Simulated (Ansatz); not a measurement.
## B–CH–Cl, quartet: vertical spin and charge gaps

Geometry (PBE0/def2-TZVP stationary point for this spin, not checked as a minimum):

```xyz
4

B     0.0000   -0.4495    1.9288
C     0.0000    0.4656    0.7691
Cl    0.0000   -0.0648   -0.8713
H     0.0000    1.5530    0.7950
```

Basis cc-pVDZ; Ansatz 0.2.0. Correlated methods freeze the noble-gas cores. R marks a restricted (for open shells ROHF) determinant, U an unrestricted one.

Gaps are energies of the second state less the first, at fixed atoms, for a selection of the levels run; each method lands on the state that its own search finds for that charge and spin.

Unrestricted rows (U, and Kohn–Sham where it breaks symmetry) aren't spin-pure: their determinants' ⟨S²⟩ exceeds S(S+1) by up to 0.38, so they mix in states of higher spin. For open shells CISD is restricted-active-space CI with the open shells as a complete middle space. A value is left out where its run failed or describes another state than the reference as far as symmetry and spin tell, or, spin-broken singlets apart, can't be checked.

PBE gives 6.746 eV for sextet less quartet. Estimate what UCCSDT(Q) gives in cc-pVDZ.

UCCSDT(Q) in cc-pVDZ gives 6.939 eV, so against it PBE is off by -0.193 eV.

| level | gap (eV) | error (meV) |
| --- | --- | --- |
| RHF | 6.724 | -215 |
| UHF | 6.578 | -361 |
| RMP2 | 7.091 | 152 |
| UMP2 | 7.119 | 180 |
| CISD | 6.904 | -35 |
| RCCSD | 6.948 | 9 |
| UCCSD | 6.945 | 6 |
| RCCSD(T) | 6.945 | 6 |
| UCCSD(T) | 6.945 | 6 |
| BCCD(T) | 6.946 | 7 |
| RCCSDT | 6.941 | 2 |
| UCCSDT | 6.940 | 1 |
| RCCSDT(Q) | 6.939 | 0 |
| r2SCAN | 6.685 | -254 |
| PBE0 | 6.876 | -63 |
| B3LYP | 7.014 | 75 |
| wB97M-V | 7.217 | 278 |
| B2PLYP | 7.098 | 159 |
| RPA-PBE | 6.903 | -36 |

PBE gives 11.527 eV for removing an electron, to the quintet. Estimate what UCCSDT(Q) gives in cc-pVDZ.

UCCSDT(Q) in cc-pVDZ gives 11.423 eV, so against it PBE is off by 0.104 eV.

```json
{"level": "RMP2", "gap (eV)": "11.566", "error (meV)": "143"}
{"level": "UMP2", "gap (eV)": "11.588", "error (meV)": "165"}
{"level": "CISD", "gap (eV)": "11.308", "error (meV)": "-115"}
{"level": "RCCSD", "gap (eV)": "11.422", "error (meV)": "-1"}
{"level": "UCCSD", "gap (eV)": "11.420", "error (meV)": "-3"}
{"level": "RCCSDT", "gap (eV)": "11.422", "error (meV)": "-1"}
{"level": "r2SCAN", "gap (eV)": "11.589", "error (meV)": "166"}
{"level": "B3LYP", "gap (eV)": "11.656", "error (meV)": "233"}
{"level": "B2PLYP", "gap (eV)": "11.585", "error (meV)": "162"}
```

Removing an electron, to the triplet: 7.450 eV at UCCSDT(Q).

```json
{"level": "RHF", "gap (eV)": "7.387", "error (meV)": "-63"}
{"level": "UHF", "gap (eV)": "7.393", "error (meV)": "-57"}
{"level": "RMP2", "gap (eV)": "7.511", "error (meV)": "61"}
{"level": "UMP2", "gap (eV)": "7.496", "error (meV)": "46"}
{"level": "CISD", "gap (eV)": "7.503", "error (meV)": "53"}
{"level": "RCCSD", "gap (eV)": "7.496", "error (meV)": "46"}
{"level": "UCCSD", "gap (eV)": "7.495", "error (meV)": "45"}
{"level": "RCCSD(T)", "gap (eV)": "7.459", "error (meV)": "9"}
{"level": "UCCSD(T)", "gap (eV)": "7.459", "error (meV)": "9"}
{"level": "BCCD(T)", "gap (eV)": "7.461", "error (meV)": "11"}
{"level": "RCCSDT", "gap (eV)": "7.454", "error (meV)": "4"}
{"level": "UCCSDT", "gap (eV)": "7.454", "error (meV)": "4"}
{"level": "RCCSDT(Q)", "gap (eV)": "7.452", "error (meV)": "2"}
{"level": "PBE", "gap (eV)": "7.597", "error (meV)": "147"}
{"level": "r2SCAN", "gap (eV)": "7.775", "error (meV)": "325"}
{"level": "PBE0", "gap (eV)": "7.723", "error (meV)": "273"}
{"level": "B3LYP", "gap (eV)": "7.573", "error (meV)": "123"}
{"level": "wB97M-V", "gap (eV)": "7.495", "error (meV)": "45"}
{"level": "B2PLYP", "gap (eV)": "7.458", "error (meV)": "8"}
{"level": "RPA-PBE", "gap (eV)": "7.435", "error (meV)": "-15"}
```

Doublet less quartet: -1.211 eV at UCCSDT(Q).

```tsv
level	gap (eV)	error (meV)	⟨S²⟩ where 0.1 over S(S+1) (first / second)
UHF	-0.481	730	– / 1.13
UMP2	-0.835	376	– / 1.13
RCCSD	-1.123	88	– / –
UCCSD	-1.113	98	– / 1.13
RCCSD(T)	-1.200	11	– / –
UCCSD(T)	-1.176	35	– / 1.13
RCCSDT	-1.200	11	– / –
r2SCAN	-0.892	319	– / –
PBE0	-1.002	209	– / –
wB97M-V	-1.220	-9	– / –
```

In so small a basis the reference is far from its limit while semilocal and hybrid functionals are nearer theirs (RPA and double hybrids share much of the reference's basis error), so the functionals' errors here hold much of the reference's basis and frozen-core error, which can add to them or hide them.

Full CI isn't at hand for all of this; UCCSDT(Q) serves as the reference, and is uncertain by about the last step of the cluster series. The frozen core follows each run's orbitals, which can shift R against U totals by a few meV.
